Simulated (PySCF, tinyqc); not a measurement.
Orbital energy against energy difference: ionisation energy by orbital energies and by energy differences in the 6-31g basis, for Li2, spin multiplicity 1. Computed by the program tinyqc with PySCF. 

Geometry (angstrom):
```
atom       x       y       z
Li    0.0000  0.0000  0.0000
Li    0.0000  0.0000  2.3480
```

CCSD(T) difference in the same basis = 5.3089 eV

IP-EOM-CCSD = 5.3087 eV

The cation is unrestricted; errors are against CCSD(T) in this basis, not against experiment.

First vertical ionisation energy (eV):
```
method     -e(HOMO)  E(cation) - E  error of -e(HOMO)  error of the difference
HF           5.0172       4.524457            -0.2917                  -0.7845
LDA          3.2418       5.501323            -2.0671                   0.1924
PBE          3.2457       5.479357            -2.0632                   0.1704
B3LYP        3.7052       5.542473            -1.6037                   0.2335
PBE0         3.8314       5.420711            -1.4775                   0.1118
CAM-B3LYP    4.7064       5.506340            -0.6025                   0.1974
LC-wPBE      5.6072       5.359953             0.2983                   0.0510
```

Koopmans errs by -0.29 eV and Delta-HF by -0.78 eV: relaxation, 0.49 eV, lowers the value and the missing correlation difference works against it. The PBE level is off by -2.1 eV through the wrong tail of its potential, though its energy difference is off by +0.17 eV; exact exchange deepens the level, and among the orbital energies HF comes closest; among the differences LC-wPBE does. The restricted reference is unstable here: a spin-polarised solution lies 0.0014 hartree lower (PySCF), so results built on it describe a poor reference.
